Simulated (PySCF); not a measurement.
**SMILES [H]/N=C(/C)C#N, C3H4N2**

Geometry:
```
atom   x (Å)   y (Å)   z (Å)
  C1  -1.154   0.218  -0.089
  C2   0.260  -0.256  -0.050
  N3   0.561  -1.435  -0.380
  C4   1.233   0.710   0.384
  N5   2.065   1.422   0.721
  H6  -1.794  -0.590  -0.430
  H7  -1.242   1.071  -0.762
  H8  -1.463   0.543   0.904
  H9   1.548  -1.677  -0.323
```

Theory: GIAO HF/pcSseg-1 magnetisability, rotational g tensor and spin-rotation constants, non-relativistic, gas phase in PySCF. Geometry: GFN2-xTB.

Give the nuclear spin-rotation constants along the inertial axes (H = +C I·J) beside the isotropic shieldings.

Rotational constants 10.0268, 4.2389, 3.0353 GHz. A star marks the isotopologue with that one atom substituted, in its own axes.
| atom | isotope | Caa (kHz) | Cbb (kHz) | Ccc (kHz) | mean (kHz) | σ (ppm) |
| --- | --- | --- | --- | --- | --- | --- |
| N3 | 14N | 2.226 | 1.476 | 0.113 | 1.272 | -135.0 |
| N5 | 14N | 0.517 | 0.962 | 0.679 | 0.720 | -55.2 |
| H6 | 1H | 0.314 | -0.432 | -0.354 | -0.157 | 29.5 |
| H7 | 1H | -1.121 | -0.249 | -0.076 | -0.482 | 29.8 |
| H8 | 1H | -1.121 | -0.251 | -0.075 | -0.482 | 29.8 |
| H9 | 1H | -0.192 | 0.464 | -0.388 | -0.039 | 20.0 |
| C1 | 13C* | 1.283 | 0.599 | 0.483 | 0.788 | 166.0 |
| C2 | 13C* | 5.334 | 1.450 | 0.468 | 2.417 | 35.3 |
| C4 | 13C* | -0.433 | 1.826 | 1.398 | 0.930 | 74.8 |

For the geometry as given, no vibrational averaging.

How do the rotational constants and the g tensor change when H6, H7, H8, H9 are replaced by deuterium?

Constants 8.0605, 3.9276, 2.7299 GHz; g -0.0339, -0.0529, -0.0204, against -0.0389, -0.0580, -0.0223 before.
